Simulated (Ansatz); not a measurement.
# AlCO+ (quintet): wave-function methods side by side, cc-pVTZ

Aim: climb from Hartree-Fock through coupled cluster for AlCO+ (quintet) at one geometry and basis, and see what each rung misses.

Program: Ansatz 0.2.0, Gaussian basis. Level of theory: cc-pVTZ, core rule «outside noble gas», up to 7 orbitals frozen. These are calculated values, not measurements.

The runs, in order: UHF; CCSD(T) on ROHF; CCSD(T) on UHF; BCCD(T) on ROHF; CCSDT(Q) on ROHF; CCSDT(Q) on UHF.

10 further runs of the same task are left out: 5 for a known fault of the program, 5 set aside as unsound or not needed.

**1. What is computed**

The geometry is a PBE0/def2-TZVP stationary point (not a proven minimum) of the parent state, kept for this charge and spin.

3 atoms, charge 1, spin multiplicity 5.

Atoms are counted from 1 here; the program's logs count them from 0.

Bond lengths: C1–Al2 1.893 Å, Al2–O3 1.598 Å. Angles: C1–Al2–O3 180.0°.

**2. UHF**

Input file in.yaml:

```yaml
crystal:
  periodic: [false, false, false]
  atoms:
    - {symbol: C, position_ang: [0.000000, 0.000000, 1.794300]}
    - {symbol: Al, position_ang: [0.000000, 0.000000, -0.098300]}
    - {symbol: O, position_ang: [0.000000, 0.000000, -1.696000]}
basis:
  gaussian: {orbitals: cc-pVTZ}
total_charge: 1
magnetization: {spin_polarized: true, initial_magnetization: 4}
hamiltonian: {xc: hf}
output: {orbitals: {seedname: orbitals}}
```

Run with:

```sh
$ ansatz run in.yaml --threads 1 --pin off --events-out ev --progress --plain --max-ram 4096MiB --backend cpu
```

Further steps of the session: CCSD(T) on ROHF; CCSD(T) on UHF; BCCD(T) on ROHF; CCSDT(Q) on ROHF; CCSDT(Q) on UHF.

**Question.** What will the summary of the whole plan be? Wanted: UCCSDT(Q) below the RHF energy; RMP2 from UCCSDT(Q); UMP2 from UCCSDT(Q); RCCSD from UCCSDT(Q); RCCSD(T) from UCCSDT(Q); UCCSD(T) from UCCSDT(Q); RCCSDT(Q) from UCCSDT(Q); T1 diagnostic.

As calculated:

| quantity | value |
| --- | --- |
| UCCSDT(Q) below the RHF energy | -9.2413 eV |
| RMP2 from UCCSDT(Q) | +105.9 kJ/mol |
| UMP2 from UCCSDT(Q) | +107.5 kJ/mol |
| RCCSD from UCCSDT(Q) | +33.8 kJ/mol |
| RCCSD(T) from UCCSDT(Q) | +4.9 kJ/mol |
| UCCSD(T) from UCCSDT(Q) | +4.7 kJ/mol |
| RCCSDT(Q) from UCCSDT(Q) | +0.4 kJ/mol |
| levels within 1 kcal/mol (43 meV) | RCCSDT, UCCSDT, RCCSDT(Q) |
| T1 diagnostic | 0.024 |

In words: RCCSD(T) misses by +4.9 kJ/mol, 0.6 % of the correlation energy. These misses are within one basis, not against nature; the frozen cores of restricted and unrestricted runs differ, which can shift their rows.
